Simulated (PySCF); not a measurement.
Al: ionisation energy

Al [Ne] 3s2 3p1 (2P) → Al⁺ [Ne] 3s2 (1S), as a difference of total energies. Calculation: PySCF 2.14, in ANO-RCC-VTZP; the spin-free X2C one-electron Hamiltonian (Gaussian nucleus). Correlated levels: valence: [Ne] frozen. The calculations carry no spin-orbit coupling.

| method | ionisation energy (eV) |
| --- | --- |
| UHF | 5.590 |
| MP2 (valence) | 5.812 |
| SCS-MP2 (valence) | 5.798 |
| CCSD (valence) | 5.903 |
| CCSD(T) (valence) | 5.931 |
| CCSDT (valence) | 5.945 |
| FCI (valence) | 5.945 |

**Question.** How much does correlation contribute at CCSD(T) (valence)?

**Answer.** 5.931 − (5.590) = 0.341 eV, measured against UHF.

Errors of the correlated levels include the incompleteness of this basis and the frozen core.

For comparison: 5.977 eV (measured; NIST levels, between the centres of gravity of the two terms).
